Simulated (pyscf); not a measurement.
6 gas-phase steps of one pattern: 1,1-elimination on the singlet surface, Cl–Ge + Ge–Ge or Cl–Si + Si–Si or F–Si + Si–Si broken and Cl–Ge or Cl–Si or F–Si formed. Optimised with ωB97X-D3(BJ)/def2-SVP in PySCF. Electronic energies in kJ/mol, between the relaxed ends of the descent from the saddle (adducts or complexes of the species named), with the reactant end as zero; ΔE‡ and ΔE at ωB97X-D3(BJ)/def2-TZVP. Rows were drawn at random from the steps of this pattern with a verified saddle, stable references and a bound adduct at one end at least.

```csv
row,step,ΔE,ΔE‡
1,Cl–GeH₂–GeH₃ → Cl–GeH₃ + GeH₂ [singlet],+166.4,197.1
2,H₃Si–SiH(Cl)–Cl -> H₃Si–Cl + :HSi–Cl [singlet],+188.7,214.0
3,H₃Si–SiH₂–Cl -> H₃Si–Cl + SiH₂ [singlet],+207.9,221.2
4,Cl–SiH₂–SiH(Cl)–Cl -> Cl–SiH(Cl)–Cl + SiH₂ [singlet],+214.2,224.8
5,F–SiH₂–SiH₃ -> F–SiH₃ + SiH₂ [singlet],+215.1,230.8
6,Cl–SiH₂–Si(Cl)(Cl)–Cl → Cl–Si(Cl)(Cl)–Cl + SiH₂ [singlet],+224.2,?
```

From a straight line through the complete rows, estimate the missing barrier and say how far the line can be trusted.

Over the 5 complete rows the means are +198.5 (ΔE) and 217.6 (ΔE‡); least squares gives b = 0.61 and a = 96.5 kJ/mol, with residuals of 2.3 kJ/mol (root mean square; largest 3.1, row 5). For row 6: 96.5 + 0.61 × (+224.2) = 233.3 kJ/mol, an extrapolation. The computed barrier is 234.3 kJ/mol, 1.0 over the line. The line follows these rows closely. A slope of 0.61 suggests late, product-like saddles. Each barrier is that of the saddle found. Elements up to Kr have no core potential and no relativistic terms here.
